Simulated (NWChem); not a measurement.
# A calculation on C2H3O

```
C
H 1 1.1012
H 1 1.1012 2 106.84
H 1 1.1036 2 110.36 3 120.01
C 1 1.5086 2 108.78 3 -117.28
O 5 1.1826 1 128.92 2 -121.98
```
Charge 0, spin multiplicity 2.

Program: NWChem. Structure: optimised with UB3LYP/def2-SVP, a minimum by its harmonic frequencies.

The correlated methods keep 3 core orbitals frozen. The Pople sets run with spherical d functions. The structure started from a generated list of species. The unpaired electrons of the parent sit in orbitals of symmetry a' (Cs labels of the run); other states weren't searched. The stability of the SCF solutions was not checked.

Worked example. A B2PLYP run in 6-311G** ends its self-consistent part (53 % exact exchange, 47 % B88, 73 % LYP) at -152.92436 Ha, and second-order perturbation theory on those orbitals gives -0.57433 Ha unscaled.

The perturbative term enters with the weight 0.27: -152.92436 + 0.27·(-0.57433) = -153.07943 Ha is the total energy.
